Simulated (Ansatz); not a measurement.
C₂H₇N, singlet, at a GFN2-xTB geometry of the parent state; SVWN5/STO-3G in Ansatz (a quantum-chemistry and plane-wave program).

Here is a job for Ansatz.
Ansatz 0.2 input:
```yaml
crystal:
  periodic: [false, false, false]
  atoms:
    - {symbol: C, position_ang: [1.21345303, 0.27761551, 0.17430656]}
    - {symbol: N, position_ang: [0.03751869, -0.26276197, -0.35002414]}
    - {symbol: C, position_ang: [-1.24784022, -0.03678500, 0.14650277]}
    - {symbol: H, position_ang: [1.92869828, -0.51779860, 0.43796710]}
    - {symbol: H, position_ang: [1.01682614, 0.90235343, 1.04484140]}
    - {symbol: H, position_ang: [1.75201387, 0.86309442, -0.58857406]}
    - {symbol: H, position_ang: [0.12435315, -0.87090672, -1.16013127]}
    - {symbol: H, position_ang: [-1.73453079, -0.98553706, 0.42546873]}
    - {symbol: H, position_ang: [-1.90726403, 0.36768397, -0.63793418]}
    - {symbol: H, position_ang: [-1.23640431, 0.63546126, 1.00367526]}
basis:
  gaussian:
    orbitals: STO-3G
hamiltonian:
  xc: {name: SVWN5}
```

### Question
Predict the main parts of the log of this Ansatz run.

### Answer

```
Functional definition: SVWN5
310 factors; integrals over basis functions are off by at most 4.5e-5 eV
mean field evaluation 1: about -3597.6649 eV, gradient 1.2e1 eV
mean field evaluation 2: about -3597.5629 eV, gradient 1.3e1 eV
mean field evaluation 4: about -3598.0221 eV, gradient 3.3e-1 eV
mean field evaluation 8: about -3597.9368 eV, gradient 5.0e-3 eV
mean field -3597.93677600 eV, -132.2217377489 hartree, gradient 1.2e-5 eV, S^2 0.000000; 0 other end points of the search recorded, 0 dependent functions left out
reference -3597.93679664 eV, -132.2217385075 hartree; 13, 13 occupied and 9, 9 virtual orbitals, 310 factors
Total energy: -3597.93679664 eV, -132.2217385075 hartree
```
